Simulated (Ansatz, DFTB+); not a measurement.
Redistribution: H2CO + C3H9N → CH3NO + C3H8

Species: H2CO (formaldehyde) `C=O`, singlet; C3H9N (isopropylamine) `CC(C)N`, singlet; CH3NO (formamide) `NC=O`, singlet; C3H8 (propane) `CCC`, singlet. The partners trade H for NH2; both sit on C, so the bond types are kept.

Shapes, held fixed at every level: PBE0-D4/def2-TZVP. Flexible molecules stand in one conformer, not always the lowest. Programs: Ansatz 0.2.0, DFTB+ 25.1. The zero-point and thermal change to 298 K, harmonic and unscaled (PBE0-D4/def2-TZVP), is +3.5 kJ/mol.

```
               level                   kind  ΔH(298 K) (kJ/mol)  less CCSD(T)/CBS estimate
            DFTB2-D4         semi-empirical               -74.2                      +22.8
         HF/def2-SVP           Hartree–Fock              -111.7                      -14.7
   PBE-D4/def2-TZVPP                    GGA              -117.8                      -20.8
 BHLYP-D4/def2-TZVPP          global hybrid              -109.8                      -12.8
        MP2/def2-SVP    perturbation theory              -106.3                       -9.3
    CCSD(T)/def2-SVP  coupled cluster or CI               -98.7                       -1.7
       CCSD/def2-SVP  coupled cluster or CI               -98.3                       -1.3
     CCSD/def2-TZVPP  coupled cluster or CI               -96.0                       +1.0
CCSD(T)/CBS estimate  coupled cluster or CI               -97.0                        0.0
```

The highest level, CCSD(T)/CBS estimate, gives ΔH(298 K) = -97.0 kJ/mol; the levels span -117.8 to -74.2. The column of differences is taken from that level and isn't an error. No measured value is set beside it here. The CBS estimate extrapolates MP2 from def2-TZVPP and def2-QZVPP and adds CCSD(T) − MP2 in the triple-zeta set, cores frozen.
